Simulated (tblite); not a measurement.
# H2O2S2: the cost of one run

Programs: tblite 0.8.0 and PySCF 2.14.0. All values are calculated, for the isolated system unless a continuum is named. Atoms count from 0, parts from 1.

## Step 1: Starting point

6 atoms, charge 0, multiplicity 1; geometry: rigid parts in contact. Parts: 1 = atoms 0–2, `O=S=O`, charge 0; 2 = atoms 3–5, `S`, charge 0.

## Step 2: Bringing the parts together with GFN2-xTB

The job: settings as JSON, then the geometry in Å.

```
{"job": {"kind": "dock", "xc": "GFN2-xTB", "basis": "xTB"}, "charge": 0, "multiplicity": 1, "parts": [{"atoms": "0-2", "charge": 0, "multiplicity": 1}, {"atoms": "3-5", "charge": 0, "multiplicity": 1}]}
O      1.469176    -0.004058    -0.005894
S      0.000002     0.000019    -0.000005
O     -1.469177     0.004039     0.005899
S      2.441240     1.984954     2.659425
H      2.436463     1.230954     1.567542
H      1.398700     1.344830     3.172625
```

Method: GFN2-xTB search for minima from random contacts, gas phase.

On the command line:

```bash
$ OMP_NUM_THREADS=1 python cluster_run.py task.json out
```

One launch serves the whole session: the jobs run in the order shown.

**Question.** How long does this first job take on 1 thread of AMD EPYC 9R45, shared host?

About 4 s.
